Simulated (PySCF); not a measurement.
CN, charge -1, multiplicity 1.

```xyz
2

C      0.0000     0.0000    -0.6300
N      0.0000     0.0000     0.5400
```
Charge -1, spin multiplicity 1.

Geometry: B3LYP-D3(BJ)/def2-TZVPD.

All values below come from HF/pcSseg-2 (PySCF). Non-relativistic, no solvent.

Give the absolute GIAO shielding of each atom: isotropic value and principal components (ppm). (Estimate from the structure and the level; the computed values follow.)


```json
[
 {"atom": "C1", "σ(iso)": "10.0", "σ11": "-123.8", "σ22": "-123.8", "σ33": "277.6", "span": "401.4"},
 {"atom": "N2", "σ(iso)": "-57.7", "σ11": "-258.2", "σ22": "-258.2", "σ33": "343.3", "span": "601.4"}
]
```
